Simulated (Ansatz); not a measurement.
# AlSiH3 (triplet): from Hartree-Fock to the top rungs at distance Al1–H4 along a hydrogen transfer = 1.706 Å, cc-pVDZ

An exercise on one series of results from a longer session: the logs are not shown, and one member is left open.

Method: cc-pVDZ, core rule «outside noble gas», up to 10 orbitals frozen; program: Ansatz 0.2.0, Gaussian basis.

Plan: UHF; CCSD(T) on ROHF; CCSD(T) on UHF; BCCD(T) on ROHF; CISD; CCSDT(Q) on ROHF; CCSDT(Q) on UHF; CASSCF and MRCISD+Q, 4 electrons in 4 orbitals; CASSCF and NEVPT2, 4 electrons in 4 orbitals.

16 further runs of the same task are left out: 7 for a known fault of the program, 2 for a mislabelled method, 6 that didn't finish, 1 set aside as unsound or not needed.

### The system

The geometry derives from fragments relaxed apart (PBE0/def2-TZVP) and kept rigid, so it is no stationary point. A hydrogen atom is moved between rigid fragments.

5 atoms, charge 0, spin multiplicity 3.

Atoms are counted from 1 here; the program's logs count them from 0.

Bond lengths: Al1–H2 1.586 Å, Al1–H3 1.586 Å, Al1–H4 1.706 Å. Angles: H2–Al1–H3 120.0°, H2–Al1–H4 120.0°, H3–Al1–H4 120.0°.

Coordinates:

```xyz
5
charge 0, multiplicity 3
Al   -1.8731    0.0000    0.0000
H    -2.6661    1.3734    0.0000
H    -2.6661   -1.3734    0.0000
H    -0.1671    0.0000    0.0000
Si    1.9969    0.0000    0.0000
```

The first run:

The input, in.yaml:

```yaml
crystal:
  periodic: [false, false, false]
  atoms:
    - {symbol: Al, position_ang: [-1.873135, 0.000000, 0.000000]}
    - {symbol: H, position_ang: [-2.666058, 1.373384, 0.000000]}
    - {symbol: H, position_ang: [-2.666058, -1.373384, 0.000000]}
    - {symbol: H, position_ang: [-0.167135, 0.000000, 0.000000]}
    - {symbol: Si, position_ang: [1.996865, 0.000000, 0.000000]}
basis:
  gaussian: {orbitals: cc-pVDZ}
magnetization: {spin_polarized: true, initial_magnetization: 2}
hamiltonian: {xc: hf}
output: {orbitals: {seedname: orbitals}}
```

Started as:

```console
> ansatz run in.yaml --threads 1 --pin off --events-out ev --progress --plain --max-ram 2393MiB
```

Steps of the session up to this table: UHF; CCSD(T) on ROHF; CCSD(T) on UHF; BCCD(T) on ROHF; CISD; CCSDT(Q) on ROHF; CCSDT(Q) on UHF; CASSCF and MRCISD+Q, 4 electrons in 4 orbitals; CASSCF and NEVPT2, 4 electrons in 4 orbitals.

One table of the session follows, with a row left open; its other results are not shown here.

```
       method  from UCCSDT(Q) (kcal/mol)
         ROHF                    +111.17
          UHF                    +108.53
         RMP2                          ?
         UMP2                     +29.07
         CISD                     +10.78
        RCCSD                      +2.62
        UCCSD                      +2.56
     RCCSD(T)                      +0.70
     UCCSD(T)                      +0.69
      BCCD(T)                      +0.69
       RCCSDT                      +0.08
       UCCSDT                      +0.08
    RCCSDT(Q)                       0.00
    UCCSDT(Q)                          0
  CASSCF pair                    +102.42
  MRCISD pair                      +9.40
MRCISD+Q pair                      -0.65
```

Q: Estimate the row for RMP2 from the others.

As computed: from UCCSDT(Q) (kcal/mol): +29.02. In the column «from UCCSDT(Q) (kcal/mol)» it lies between CISD (+10.78) and UMP2 (+29.07).

Not comparable, so not listed: CASSCF and NEVPT2, 4 electrons in 4 orbitals (they don't share determinant, frozen orbitals or solution with the rows shown, or repeat one).

Limits of these values: Restricted and unrestricted rows rest on different reference determinants; where their highest levels disagree by more than a few hundredths of an eV, they describe different states and don't form one ladder. Warnings in the runs' records: passed over end.
